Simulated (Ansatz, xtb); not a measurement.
Species: C2H6OS, net charge 0, singlet state. 
Geometry from a B3LYP-D3(BJ)/def2-TZVP (Ansatz, a quantum-chemistry and plane-wave program) optimisation:
SMILES: CS(C)=O
```xyz
10

S      0.0001     0.2316    -0.4434
O     -0.0091     1.4791     0.3687
C      1.3569    -0.7945     0.1950
C     -1.3493    -0.8091     0.1868
H      1.2528    -0.8869     1.2761
H     -2.2783    -0.2983    -0.0600
H      1.3433    -1.7716    -0.2883
H      2.2817    -0.2736    -0.0462
H     -1.3222    -1.7861    -0.2964
H     -1.2508    -0.9004     1.2685
```

Harmonic wavenumbers from GFN2-xTB (xtb, at its own minimum), cm⁻¹: 118, 178, 269, 306, 362, 654, 664, 818, 867, 899, 938, 1144, 1283, 1290, 1431, 1443, 1452, 1463, 3054, 3055, 3065, 3069, 3073, 3077.

### Question
Give the harmonic wavenumbers at B3LYP-D3(BJ)/def2-TZVP (Ansatz, finite differences of forces, unscaled).

### Answer
184, 232, 287, 323, 376, 638, 664, 891, 927, 958, 1026, 1116, 1316, 1337, 1442, 1455, 1457, 1475, 3038, 3041, 3131, 3136, 3143, 3144 cm⁻¹. Zero-point energy 49.7 kcal/mol.

### Question
From these and the geometry, give the ideal-gas thermochemistry at 298.15 K and 1 atm (rigid rotor, harmonic oscillator).

### Answer
Point group Cs, rotational symmetry number 1. Rotational constants 6.958, 6.835, 4.174 GHz. S(trans) 38.98, S(rot) 24.90, S(vib) 9.36, S(elec, spin only) 0.00, S 73.2 cal/(mol K). H(298) - H(0) 4.11 kcal/mol; G - E(el) 31.9 kcal/mol.
